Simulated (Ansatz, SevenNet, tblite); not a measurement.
How well does each level of theory give the lattice parameter c of 2H WSe2?

Reference value: 12.96 Å (measured, 300 K, not corrected to a static lattice; as tabulated in arXiv:1605.07067).

```
level (code)            value (Å)
---------------------  ----------
IPEA1-xTB (tblite)         12.194
SevenNet-0                 14.862
PBE (Ansatz)               15.107
PBE-D3(BJ) (Ansatz)        12.786
r²SCAN+rVV10 (Ansatz)  (withheld)
```

Task: What belongs in the gaps?

Result: 
- r²SCAN+rVV10 (Ansatz, an electronic-structure program), value (Å): 13.148

Differences against the reference: IPEA1-xTB -5.91 %, SevenNet-0 +14.7 %, PBE +16.6 %, PBE-D3(BJ) -1.34 %, r²SCAN+rVV10 +1.45 %.

Leaving aside IPEA1-xTB (doubt noted below): The reference is not for a static lattice or low temperature, so close values are not ranked against it. Off by more than 1.75 %, or 2.45 % on the side where a correction would as a rule narrow the miss (bounds picked here): PBE (+16.6 %), SevenNet-0 (+14.7 %).

The reference isn't brought to a static lattice, while the calculations are for one, so the differences are not the levels' errors alone. The crystal itself was run without spin with PBE; a magnetic state was not tried in these runs. Density-functional levels without +SOC have no spin–orbit coupling. IPEA1-xTB: the cell has another shape than the first-principles one, perhaps another minimum in the same group. IPEA1-xTB: this parameter set was refitted to ionisation energies, not structures. IPEA1-xTB: the run uses a supercell at the zone centre in place of a k mesh. PBE: for a layered or molecular solid the relaxed cell lies over 5 % above the published volume, where the minimum can be shallow. PBE: the cell comes from a level without a dispersion term, which matters for the spacing of layers, chains or molecules. Cutoffs differ between the levels. Ansatz's density-functional and Hartree–Fock values are scalar-relativistic unless marked +SOC, with PAW data made under PBE.

Machine-learned potentials (SevenNet-0) are trained on DFT data: a solid inside that data is no test of them.

Differences are worked out from the printed values.
